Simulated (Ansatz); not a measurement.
# CH4SSi (SMILES C[SiH]=S): functionals against CCSD(T) at one geometry

An exercise on one series of results from a longer session: the logs are not shown, and one member is left open.

Computed with Ansatz 0.2.0, Gaussian basis. Level: single points in def2-TZVPP.

Correlated methods freeze the cores.

### The system as given

SMILES `C[SiH]=S`, 7 atoms, charge 0, spin multiplicity 1.

Atoms are counted from 1 here; the program's logs count them from 0.

Bond lengths: C1–Si2 2.025 Å, C1–H4 1.050 Å, C1–H5 1.068 Å, C1–H6 1.049 Å, Si2–S3 1.963 Å, Si2–H7 1.605 Å. Angles: Si2–C1–H4 111.3°, Si2–C1–H5 112.1°, Si2–C1–H6 103.3°, H4–C1–H5 104.4°, H4–C1–H6 92.4°, H5–C1–H6 131.0°, C1–Si2–S3 124.6°, C1–Si2–H7 104.9°, S3–Si2–H7 130.2°.

Geometry (Å):

```xyz
7
charge 0, multiplicity 1
C    -0.6196    0.6410   -0.3468
Si    0.8346   -0.6137    0.2941
S     1.2908   -2.3205   -0.5608
H    -1.4043    0.7029    0.3476
H    -0.2709    1.6454   -0.4433
H    -1.1840    0.0434   -0.9982
H     1.5551    0.1685    1.4964
```

Set-up of the first run:

File run/in.yaml:

```yaml
crystal:
  periodic: [false, false, false]
  atoms:
    - {symbol: C, position_ang: [-0.619600, 0.641000, -0.346800]}
    - {symbol: Si, position_ang: [0.834600, -0.613700, 0.294100]}
    - {symbol: S, position_ang: [1.290800, -2.320500, -0.560800]}
    - {symbol: H, position_ang: [-1.404300, 0.702900, 0.347600]}
    - {symbol: H, position_ang: [-0.270900, 1.645400, -0.443300]}
    - {symbol: H, position_ang: [-1.184000, 0.043400, -0.998200]}
    - {symbol: H, position_ang: [1.555100, 0.168500, 1.496400]}
basis:
  gaussian: {orbitals: def2-TZVPP}
correlation: {method: ccsd_t}
output: {forces: true}
```

No record of the launch command was kept for these runs.

Steps of the session up to this table: CCSD(T)/def2-TZVPP; PBE0-D4/def2-TZVPP; wB97M-V/def2-TZVPP; r2SCAN-D4/def2-TZVPP; PBE-D4/def2-TZVPP; B97M-V/def2-TZVPP; r2SCANh-D4/def2-TZVPP.

One of the session's tables, all rows but one given; the rest of the session is left out.

```
    method  RMS force component (eV/Å)  angle to CCSD(T) forces (°)  dipole (D)
   CCSD(T)                       1.288                    reference        2.94
   PBE0-D4                       1.264                          4.9        3.18
   wB97M-V                           ?                            ?           ?
 r2SCAN-D4                       1.249                          3.4        3.11
    PBE-D4                       1.262                          6.0        2.94
    B97M-V                       1.209                          7.7        3.06
r2SCANh-D4                       1.253                          4.7        3.18
```

**Question.** Estimate the row for wB97M-V.

As computed: RMS force component (eV/Å): 1.270; angle to CCSD(T) forces (°): 6.1; dipole (D): 3.20. In the column «RMS force component (eV/Å)» it lies between PBE0-D4 (1.264) and CCSD(T) (1.288).
